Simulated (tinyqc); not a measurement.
UHF in the sto-6g basis, for HF, spin multiplicity 1, step by step (part 1 of 3). This run ends on a higher stationary point, not on the lowest solution. Computed by tinyqc, a small Python program that keeps every step (integrals from PySCF). Settings: charge = 0, multiplicity = 1, basis = sto-6g, energy threshold = 1e-08, iteration cap = 57, orthogonalisation = canonical, start = Wolfsberg-Helmholz matrix, DIIS depth = 8, method = UHF, break = 0.4. Command: `OMP_NUM_THREADS=1 python tinyqc.py 24929 24930 out.jsonl` (the two numbers bound the seeds that draw the settings). One thread of a shared host (Intel(R) Xeon(R) Processor @ 2.60GHz), about 0.2 s of CPU time with the checks. Later iterations appear only in the table of the cycle.

## One-electron integrals

Geometry (angstrom):

| atom | x | y | z |
|---|---|---|---|
| F | 0.000000 | 0.000000 | 0.000000 |
| H | 0.000000 | 0.000000 | 1.571000 |

Basis sto-6g: exponents (1/bohr^2) and contraction coefficients of normalised primitives:

| element | l (shell) | exponent | coefficient |
|---|---|---|---|
| F | s (1) | 1728.626574 | 0.009164 |
| F | s (1) | 316.941790 | 0.049361 |
| F | s (1) | 88.668891 | 0.168538 |
| F | s (1) | 30.460157 | 0.370563 |
| F | s (1) | 11.828570 | 0.416492 |
| F | s (1) | 4.871659 | 0.130334 |
| F | s (2) | 67.032281 | -0.013253 |
| F | s (2) | 13.267438 | -0.046992 |
| F | s (2) | 4.123510 | -0.033785 |
| F | s (2) | 1.586463 | 0.250242 |
| F | s (2) | 0.689002 | 0.595117 |
| F | s (2) | 0.315820 | 0.240706 |
| F | p (3) | 67.032281 | 0.003760 |
| F | p (3) | 13.267438 | 0.037679 |
| F | p (3) | 4.123510 | 0.173897 |
| F | p (3) | 1.586463 | 0.418036 |
| F | p (3) | 0.689002 | 0.425860 |
| F | p (3) | 0.315820 | 0.101708 |
| H | s (1) | 35.523221 | 0.009164 |
| H | s (1) | 6.513144 | 0.049361 |
| H | s (1) | 1.822143 | 0.168538 |
| H | s (1) | 0.625955 | 0.370563 |
| H | s (1) | 0.243077 | 0.416492 |
| H | s (1) | 0.100112 | 0.130334 |

Overlap, kinetic and nuclear-attraction integrals over the contracted functions; the nuclear repulsion is the sum of Za Zb / Rab.

nuclear repulsion = 3.03156900 hartree

overlap S, lower triangle:
```
           1F 1s     1F 2s    1F 2px    1F 2py    1F 2pz     2H 1s
1F 1s   1.000000
1F 2s   0.232479  1.000000
1F 2px  0.000000  0.000000  1.000000
1F 2py  0.000000  0.000000  0.000000  1.000000
1F 2pz  0.000000  0.000000  0.000000  0.000000  1.000000
2H 1s   0.011124  0.145956  0.000000  0.000000  0.135187  1.000000
```

kinetic energy T (hartree), lower triangle:
```
            1F 1s      1F 2s    1F 2px    1F 2py    1F 2pz     2H 1s
1F 1s   37.397730
1F 2s   -1.143349   1.082297
1F 2px   0.000000   0.000000  3.251325
1F 2py   0.000000   0.000000  0.000000  3.251325
1F 2pz   0.000000   0.000000  0.000000  0.000000  3.251325
2H 1s   -0.003723  -0.016256  0.000000  0.000000  0.011516  0.768522
```

nuclear attraction V (hartree), lower triangle:
```
             1F 1s       1F 2s      1F 2px      1F 2py      1F 2pz      2H 1s
1F 1s   -78.159293
1F 2s    -7.944019  -11.812257
1F 2px    0.000000    0.000000  -11.802952
1F 2py    0.000000    0.000000    0.000000  -11.802952
1F 2pz   -0.005426   -0.064189    0.000000    0.000000  -11.829340
2H 1s    -0.433813   -1.134111    0.000000    0.000000   -0.889116  -4.262128
```

core Hamiltonian H = T + V (hartree), lower triangle:
```
             1F 1s       1F 2s     1F 2px     1F 2py     1F 2pz      2H 1s
1F 1s   -40.761563
1F 2s    -9.087368  -10.729960
1F 2px    0.000000    0.000000  -8.551627
1F 2py    0.000000    0.000000   0.000000  -8.551627
1F 2pz   -0.005426   -0.064189   0.000000   0.000000  -8.578015
2H 1s    -0.437536   -1.150367   0.000000   0.000000  -0.877600  -3.493605
```

## Two-electron integrals

Functions are numbered as in S; the eight-fold symmetry (ij|kl) = (ji|kl) = (kl|ij) leaves the list below.

Two-electron integrals (ij|kl) in chemists' order, unique and non-zero (hartree):
```
(11|11) 5.406240   (21|11) 0.768129   (21|21) 0.138909   (22|11) 1.266271
(22|21) 0.283987   (22|22) 0.926367   (31|31) 0.029452   (32|31) 0.044681
(32|32) 0.204753   (33|11) 1.266273   (33|21) 0.283987   (33|22) 0.926366
(33|33) 0.998085   (41|41) 0.029452   (42|41) 0.044681   (42|42) 0.204753
(43|43) 0.053789   (44|11) 1.266273   (44|21) 0.283987   (44|22) 0.926366
(44|33) 0.890506   (44|44) 0.998085   (51|51) 0.029452   (52|51) 0.044681
(52|52) 0.204753   (53|53) 0.053789   (54|54) 0.053789   (55|11) 1.266273
(55|21) 0.283987   (55|22) 0.926366   (55|33) 0.890506   (55|44) 0.890506
(55|55) 0.998085   (61|11) 0.038994   (61|21) 0.006769   (61|22) 0.013572
(61|33) 0.013550   (61|44) 0.013550   (61|51) 0.000294   (61|52) 0.000580
(61|55) 0.013614   (61|61) 0.000335   (62|11) 0.116913   (62|21) 0.026701
(62|22) 0.099528   (62|33) 0.098106   (62|44) 0.098106   (62|51) 0.001932
(62|52) 0.015553   (62|55) 0.102372   (62|61) 0.001306   (62|62) 0.014391
(63|31) 0.002713   (63|32) 0.016363   (63|53) 0.003143   (63|63) 0.001928
(64|41) 0.002713   (64|42) 0.016363   (64|54) 0.003143   (64|64) 0.001928
(65|11) 0.088373   (65|21) 0.020436   (65|22) 0.081239   (65|33) 0.078137
(65|44) 0.078137   (65|51) 0.003907   (65|52) 0.027524   (65|55) 0.087442
(65|61) 0.001034   (65|62) 0.014398   (65|65) 0.016116   (66|11) 0.335808
(66|21) 0.078044   (66|22) 0.334309   (66|33) 0.326636   (66|44) 0.326636
(66|51) 0.005289   (66|52) 0.061109   (66|55) 0.349652   (66|61) 0.003817
(66|62) 0.069013   (66|65) 0.079335   (66|66) 0.774999
```

## Orthogonalisation

S = U s U^T; canonical form X = U s^(-1/2), so that X^T S X = 1. Each column of U has its largest component positive (the first on a tie).

eigenvalues of S: 0.719882  0.884348  1.000000  1.000000  1.104774  1.290996

X:
```
                1          2         3          4          5         6
1F 1s   -0.646957   0.482130  0.000000   0.000000  -0.414347  0.484823
1F 2s    0.804061  -0.211105  0.000000   0.000000  -0.211068  0.587739
1F 2px   0.000000   0.000000  0.112515   0.993650   0.000000  0.000000
1F 2py   0.000000   0.000000  0.993650  -0.112515   0.000000  0.000000
1F 2pz   0.247419   0.702117  0.000000   0.000000   0.656049  0.185622
2H 1s   -0.512672  -0.600662  0.000000   0.000000   0.508458  0.399562
```

Within a degenerate level the vectors are fixed only up to a rotation; this is one choice.

## Starting guess

The start is the generalised Wolfsberg-Helmholz matrix (K = 1.75) built on H, with HOMO and LUMO mixed by +/-0.4 rad for the two spins; D(s) = C_occ C_occ^T for each spin.

D(alpha) at the start, lower triangle:
```
            1F 1s     1F 2s    1F 2px    1F 2py     1F 2pz     2H 1s
1F 1s    1.036361
1F 2s   -0.162533  0.726743
1F 2px   0.000000  0.000000  1.000000
1F 2py   0.000000  0.000000  0.000000  1.000000
1F 2pz  -0.000209  0.008372  0.000000  0.000000   1.018564
2H 1s   -0.107646  0.382589  0.000000  0.000000  -0.121048  0.217344
```

D(beta) at the start, lower triangle:
```
            1F 1s      1F 2s    1F 2px    1F 2py    1F 2pz     2H 1s
1F 1s    1.055514
1F 2s   -0.243117   1.062369
1F 2px   0.000000   0.000000  1.000000
1F 2py   0.000000   0.000000  0.000000  1.000000
1F 2pz  -0.018530   0.065203  0.000000  0.000000  0.916162
2H 1s    0.070504  -0.289422  0.000000  0.000000  0.167683  0.116575
```

## Iteration 1: building the Fock matrix

J_ij = sum D_kl (ij|kl) with D = D(alpha) + D(beta), K_ij = sum D_kl (ik|jl) for each spin; F = H + J - K(s); E = tr D H + tr D J / 2 - 0.5 sum_s tr D(s) K(s) + E_nn.

Coulomb J (hartree), lower triangle:
```
            1F 1s     1F 2s    1F 2px    1F 2py    1F 2pz     2H 1s
1F 1s   20.605738
1F 2s    3.720041  9.710331
1F 2px   0.000000  0.000000  9.709556
1F 2py   0.000000  0.000000  0.000000  9.709556
1F 2pz   0.007940  0.054282  0.000000  0.000000  9.711878
2H 1s    0.182563  1.020645  0.000000  0.000000  0.829860  3.507848
```

exchange K(alpha) (hartree), lower triangle:
```
            1F 1s     1F 2s    1F 2px    1F 2py    1F 2pz     2H 1s
1F 1s    5.539764
1F 2s    0.911003  1.412706
1F 2px   0.000000  0.000000  1.283058
1F 2py   0.000000  0.000000  0.000000  1.283058
1F 2pz  -0.000920  0.031430  0.000000  0.000000  1.291547
2H 1s    0.043527  0.265094  0.000000  0.000000  0.108809  0.232113
```

exchange K(beta) (hartree), lower triangle:
```
           1F 1s     1F 2s    1F 2px    1F 2py    1F 2pz     2H 1s
1F 1s   5.568048
1F 2s   0.898782  1.542820
1F 2px  0.000000  0.000000  1.320228
1F 2py  0.000000  0.000000  0.000000  1.320228
1F 2pz  0.000648  0.064685  0.000000  0.000000  1.264693
2H 1s   0.050516  0.092333  0.000000  0.000000  0.159938  0.113010
```

F(alpha) (hartree), lower triangle:
```
             1F 1s      1F 2s     1F 2px     1F 2py     1F 2pz      2H 1s
1F 1s   -25.695589
1F 2s    -6.278329  -2.432335
1F 2px    0.000000   0.000000  -0.125128
1F 2py    0.000000   0.000000   0.000000  -0.125128
1F 2pz    0.003433  -0.041337   0.000000   0.000000  -0.157684
2H 1s    -0.298500  -0.394816   0.000000   0.000000  -0.156549  -0.217871
```

F(beta) (hartree), lower triangle:
```
             1F 1s      1F 2s     1F 2px     1F 2py     1F 2pz      2H 1s
1F 1s   -25.723874
1F 2s    -6.266109  -2.562449
1F 2px    0.000000   0.000000  -0.162299
1F 2py    0.000000   0.000000   0.000000  -0.162299
1F 2pz    0.001865  -0.074592   0.000000   0.000000  -0.130830
2H 1s    -0.305489  -0.222055   0.000000   0.000000  -0.207678  -0.098767
```

total energy of this density = -98.78224521 hartree

## Iteration 1: diagonalisation and new density

Diagonalise F' = X^T F X, C = X C', fill 5 alpha and 5 beta electrons from the bottom; D(s) = C_occ C_occ^T. Each column has its largest component positive (the first on a tie).

F' = X^T F X (alpha) (hartree), lower triangle:
```
           1          2          3          4          5           6
1  -5.712897
2   5.204977  -4.740255
3   0.000000   0.000000  -0.125128
4   0.000000   0.000000   0.000000  -0.125128
5  -5.367569   4.971036   0.000000   0.000000  -5.626548
6   7.018135  -6.647561   0.000000   0.000000   7.393385  -10.830991
```

orbital energies (alpha) (hartree): MO1 -25.699593, MO2 -0.995722, MO3 -0.234799, MO4 -0.125128, MO5 -0.125128, MO6 0.019423

coefficients C (alpha):
```
              MO1        MO2        MO3       MO4        MO5        MO6
1F 1s    0.996866  -0.239002   0.062708  0.000000   0.000000   0.054256
1F 2s    0.013193   0.965697  -0.282464  0.000000   0.000000  -0.261792
1F 2px   0.000000   0.000000   0.000000  0.031071   0.999517   0.000000
1F 2py   0.000000   0.000000   0.000000  0.999517  -0.031071   0.000000
1F 2pz   0.000050   0.054450   0.742468  0.000000   0.000000  -0.681774
2H 1s   -0.001251   0.222955   0.554031  0.000000   0.000000   0.827735
```

F' = X^T F X (beta) (hartree), lower triangle:
```
           1          2          3          4          5           6
1  -5.935448
2   5.227395  -4.599122
3   0.000000   0.000000  -0.162299
4   0.000000   0.000000   0.000000  -0.162299
5  -5.296236   4.958003   0.000000   0.000000  -5.650898
6   6.939474  -6.757512   0.000000   0.000000   7.444815  -10.792370
```

orbital energies (beta) (hartree): MO1 -25.727404, MO2 -1.101295, MO3 -0.264680, MO4 -0.162299, MO5 -0.162299, MO6 0.115541

coefficients C (beta):
```
              MO1        MO2        MO3       MO4        MO5        MO6
1F 1s    0.997053  -0.250315   0.030269  0.000000   0.000000   0.007246
1F 2s    0.012417   1.025819  -0.154187  0.000000   0.000000  -0.069516
1F 2px   0.000000   0.000000   0.000000  0.531154   0.847275   0.000000
1F 2py   0.000000   0.000000   0.000000  0.847275  -0.531154   0.000000
1F 2pz   0.000088   0.078974   0.708999  0.000000   0.000000  -0.714229
2H 1s   -0.000972  -0.005847   0.619307  0.000000   0.000000   0.811314
```

D(alpha) after iteration 1, lower triangle:
```
            1F 1s      1F 2s    1F 2px    1F 2py    1F 2pz     2H 1s
1F 1s    1.054796
1F 2s   -0.235365   1.012530
1F 2px   0.000000   0.000000  1.000000
1F 2py   0.000000   0.000000  0.000000  1.000000
1F 2pz   0.033595  -0.157137  0.000000  0.000000  0.554223
2H 1s   -0.019791   0.058797  0.000000  0.000000  0.423490  0.356661
```

D(beta) after iteration 1, lower triangle:
```
            1F 1s      1F 2s    1F 2px    1F 2py    1F 2pz     2H 1s
1F 1s    1.057688
1F 2s   -0.249065   1.076233
1F 2px   0.000000   0.000000  1.000000
1F 2py   0.000000   0.000000  0.000000  1.000000
1F 2pz   0.001780  -0.028304  0.000000  0.000000  0.508916
2H 1s    0.019240  -0.101499  0.000000  0.000000  0.438626  0.383576
```

Within a degenerate level the vectors are fixed only up to a rotation; this is one choice.

## Iteration 2: building the Fock matrix

As before.

Coulomb J (hartree), lower triangle:
```
            1F 1s     1F 2s    1F 2px    1F 2py    1F 2pz     2H 1s
1F 1s   20.123567
1F 2s    3.609844  9.404143
1F 2px   0.000000  0.000000  9.426832
1F 2py   0.000000  0.000000  0.000000  9.426832
1F 2pz  -0.004002  0.018586  0.000000  0.000000  9.358762
2H 1s    0.177139  0.999306  0.000000  0.000000  0.817439  3.692627
```

exchange K(alpha) (hartree), lower triangle:
```
            1F 1s      1F 2s    1F 2px    1F 2py    1F 2pz     2H 1s
1F 1s    5.556400
1F 2s    0.882611   1.502752
1F 2px   0.000000   0.000000  1.304203
1F 2py   0.000000   0.000000  0.000000  1.304203
1F 2pz  -0.000847  -0.101306  0.000000  0.000000  0.960984
2H 1s    0.048163   0.207436  0.000000  0.000000  0.237901  0.374214
```

exchange K(beta) (hartree), lower triangle:
```
           1F 1s     1F 2s    1F 2px    1F 2py    1F 2pz     2H 1s
1F 1s   5.559389
1F 2s   0.880092  1.516142
1F 2px  0.000000  0.000000  1.308784
1F 2py  0.000000  0.000000  0.000000  1.308784
1F 2pz  0.000658  0.021674  0.000000  0.000000  0.922229
2H 1s   0.048765  0.174001  0.000000  0.000000  0.246888  0.379444
```

F(alpha) (hartree), lower triangle:
```
             1F 1s      1F 2s     1F 2px     1F 2py     1F 2pz      2H 1s
1F 1s   -26.194396
1F 2s    -6.360135  -2.828569
1F 2px    0.000000   0.000000  -0.428998
1F 2py    0.000000   0.000000   0.000000  -0.428998
1F 2pz   -0.008581   0.055703   0.000000   0.000000  -0.180237
2H 1s    -0.308561  -0.358496   0.000000   0.000000  -0.298062  -0.175193
```

F(beta) (hartree), lower triangle:
```
             1F 1s      1F 2s     1F 2px     1F 2py     1F 2pz      2H 1s
1F 1s   -26.197386
1F 2s    -6.357616  -2.841959
1F 2px    0.000000   0.000000  -0.433578
1F 2py    0.000000   0.000000   0.000000  -0.433578
1F 2pz   -0.010085  -0.067277   0.000000   0.000000  -0.141482
2H 1s    -0.309163  -0.325061   0.000000   0.000000  -0.307050  -0.180422
```

total energy of this density = -99.29857601 hartree

## Iteration 2: DIIS over 2 matrices

error matrix X^T (FDS - SDF) X (alpha):
```
           1          2         3         4          5          6
1   0.000000   0.076833  0.000000  0.000000   0.020134  -0.031871
2  -0.076833   0.000000  0.000000  0.000000   0.027275  -0.029170
3   0.000000   0.000000  0.000000  0.000000   0.000000   0.000000
4   0.000000   0.000000  0.000000  0.000000   0.000000   0.000000
5  -0.020134  -0.027275  0.000000  0.000000   0.000000   0.003670
6   0.031871   0.029170  0.000000  0.000000  -0.003670   0.000000
```

B (overlaps of the stored error matrices):
```
               1              2
1  4.8096308e-01  9.4174394e-02
2  9.4174394e-02  3.3013169e-02
```

Minimise |sum c_i e_i|^2 with sum c_i = 1: solve [B -1; -1 0][c; lambda] = [0; -1] with B_ij = tr e_i^T e_j summed over both spins, and take F = sum c_i F_i.

DIIS coefficients: -0.187826  1.187826

extrapolated F(alpha) (hartree), lower triangle:
```
             1F 1s      1F 2s     1F 2px     1F 2py     1F 2pz      2H 1s
1F 1s   -26.288084
1F 2s    -6.375500  -2.902992
1F 2px    0.000000   0.000000  -0.486072
1F 2py    0.000000   0.000000   0.000000  -0.486072
1F 2pz   -0.010837   0.073929   0.000000   0.000000  -0.184473
2H 1s    -0.310450  -0.351675   0.000000   0.000000  -0.324642  -0.167177
```

extrapolated F(beta) (hartree), lower triangle:
```
             1F 1s      1F 2s     1F 2px     1F 2py     1F 2pz      2H 1s
1F 1s   -26.286323
1F 2s    -6.374803  -2.894458
1F 2px    0.000000   0.000000  -0.484531
1F 2py    0.000000   0.000000   0.000000  -0.484531
1F 2pz   -0.012330  -0.065904   0.000000   0.000000  -0.143483
2H 1s    -0.309852  -0.344408   0.000000   0.000000  -0.325714  -0.195759
```

## Iteration 2: diagonalisation and new density

As before.

F' = X^T F X (alpha) (hartree), lower triangle:
```
           1          2          3          4          5           6
1  -6.102816
2   5.561155  -4.758278
3   0.000000   0.000000  -0.486072
4   0.000000   0.000000   0.000000  -0.486072
5  -5.323587   5.009751   0.000000   0.000000  -5.905188
6   7.009275  -6.770098   0.000000   0.000000   7.596286  -11.167769
```

orbital energies (alpha) (hartree): MO1 -26.291074, MO2 -1.442243, MO3 -0.486072, MO4 -0.486072, MO5 -0.431875, MO6 0.231142

coefficients C (alpha):
```
              MO1        MO2        MO3       MO4        MO5        MO6
1F 1s    0.997308  -0.248064   0.000000  0.000000   0.013014   0.037559
1F 2s    0.011362   1.018071   0.000000  0.000000  -0.085460  -0.192780
1F 2px   0.000000   0.000000  -0.081718  0.996655   0.000000   0.000000
1F 2py   0.000000   0.000000   0.996655  0.081718   0.000000   0.000000
1F 2pz   0.000492  -0.056858   0.000000  0.000000   0.702727  -0.722483
2H 1s   -0.000890   0.049658   0.000000  0.000000   0.628704   0.802540
```

F' = X^T F X (beta) (hartree), lower triangle:
```
           1          2          3          4          5           6
1  -6.162770
2   5.484611  -4.704894
3   0.000000   0.000000  -0.484531
4   0.000000   0.000000   0.000000  -0.484531
5  -5.372356   5.077907   0.000000   0.000000  -5.857121
6   6.979133  -6.814702   0.000000   0.000000   7.546243  -11.194455
```

orbital energies (beta) (hartree): MO1 -26.289310, MO2 -1.432859, MO3 -0.484531, MO4 -0.484531, MO5 -0.400354, MO6 0.203284

coefficients C (beta):
```
              MO1        MO2       MO3        MO4        MO5        MO6
1F 1s    0.997310  -0.247590  0.000000   0.000000   0.037644   0.019861
1F 2s    0.011356   1.015558  0.000000   0.000000  -0.188928  -0.117833
1F 2px   0.000000   0.000000  0.050733   0.998712   0.000000   0.000000
1F 2py   0.000000   0.000000  0.998712  -0.050733   0.000000   0.000000
1F 2pz   0.000614   0.055494  0.000000   0.000000   0.660320  -0.761536
2H 1s   -0.000931   0.058148  0.000000   0.000000   0.668665   0.768968
```

D(alpha) after iteration 2, lower triangle:
```
            1F 1s      1F 2s    1F 2px    1F 2py    1F 2pz     2H 1s
1F 1s    1.056329
1F 2s   -0.242328   1.043901
1F 2px   0.000000   0.000000  1.000000
1F 2py   0.000000   0.000000  0.000000  1.000000
1F 2pz   0.023740  -0.117935  0.000000  0.000000  0.497058
2H 1s   -0.005024  -0.003184  0.000000  0.000000  0.438983  0.397736
```

D(beta) after iteration 2, lower triangle:
```
            1F 1s      1F 2s    1F 2px    1F 2py    1F 2pz     2H 1s
1F 1s    1.057346
1F 2s   -0.247228   1.067181
1F 2px   0.000000   0.000000  1.000000
1F 2py   0.000000   0.000000  0.000000  1.000000
1F 2pz   0.011729  -0.068389  0.000000  0.000000  0.439102
2H 1s    0.009846  -0.067288  0.000000  0.000000  0.444759  0.450494
```

Within a degenerate level the vectors are fixed only up to a rotation; this is one choice.
